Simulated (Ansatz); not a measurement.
Wavefunction ladder for `NC(F)CO`

| atom | x (Å) | y (Å) | z (Å) |
| --- | --- | --- | --- |
| N1 | -1.466 | -0.137 | 0.118 |
| C2 | -0.290 | 0.619 | 0.185 |
| F3 | -0.016 | 1.300 | -1.038 |
| C4 | 0.919 | -0.253 | 0.448 |
| O5 | 1.060 | -1.241 | -0.546 |
| H6 | -2.274 | 0.409 | -0.143 |
| H7 | -1.360 | -0.937 | -0.491 |
| H8 | -0.381 | 1.412 | 0.933 |
| H9 | 0.789 | -0.771 | 1.400 |
| H10 | 1.808 | 0.384 | 0.514 |
| H11 | 1.211 | -0.785 | -1.380 |

Total charge 0; spin multiplicity 1. All single points use the PBE0-D4/def2-TZVP geometry. It is one conformer, not always the lowest. Frozen core, restricted reference, Ansatz. CBS rows extrapolate triple and quadruple zeta; past MP2 they add the triple-zeta difference.

| basis | HF (Eh) | MP2 corr. | CCSD corr. | (T) | CCSD(T) total |
| --- | --- | --- | --- | --- | --- |
| def2-SVP | -307.73823 | -0.81993 | -0.86069 | -0.02060 | -308.61952 |
| def2-TZVPP | -308.10986 | ? | -1.07370 | ? | ? |
| def2-QZVPP | ? | ? | – | – | – |
| CBS(def2) | -308.12590 | -1.18885 | -1.21633 | as TZ | -309.38084 |

(1) Fill in the withheld values. (An estimate is asked.)

Results:

(1) Ansatz gave: def2-TZVPP MP2 corr.: -1.04623; def2-TZVPP (T): -0.03861; def2-TZVPP CCSD(T) total: -309.22217; def2-QZVPP HF (Eh): -308.12395; def2-QZVPP MP2 corr.: -1.12816.
